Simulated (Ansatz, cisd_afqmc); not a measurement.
System: C$_{2}$H$_{5}$, charge 0, doublet.
NHTBH set geometry:
```xyz
7

C     -0.5679     0.0001    -0.2190
C      0.7511     0.0000     0.0419
H     -1.4939    -0.0005     1.5318
H     -1.1018     0.9206    -0.4086
H     -1.1019    -0.9203    -0.4092
H      1.2990    -0.9224     0.1738
H      1.2990     0.9223     0.1744
```
Charge 0, spin multiplicity 2.

Total energies in aug-cc-pVTZ, 13 correlated electrons, 2 frozen orbitals. Radicals and triplets start from unrestricted determinants; spin-orbit coupling is neglected. Correlated methods leave the cores frozen. No relativity. The Monte Carlo rows (phaseless AFQMC, CISD trial, step 0.005/hartree) carry one-sigma bars that omit the constraint's bias. Outlying blocks are dropped, and bars are widened where a walk drifts. Over all cases where full CI ran beside it in this data, AFQMC minus full CI had a median of +0.1 mEh and passed +0.4 mEh in a tenth of the cases. The UHF reference of C2H5 (saddle point or complex, doublet) is spin-contaminated (<S^2> up to 0.20 over the pure value in the sets run).

| method | program | energy (Eh) | minus AFQMC/CISD (mEh) |
|---|---|---|---|
| HF | Ansatz | -78.55818 | 383.5 ± 0.2 |
| MP2 | Ansatz | -78.88967 | 52.0 ± 0.2 |
| CCSD | Ansatz | -78.92438 | 17.3 ± 0.2 |
| CCSD(T) | Ansatz | -78.94006 | 1.6 ± 0.2 |
| AFQMC/CISD | cisd_afqmc | -78.9417 ± 0.0002 | 0.0 |

Ansatz is a first-principles code.
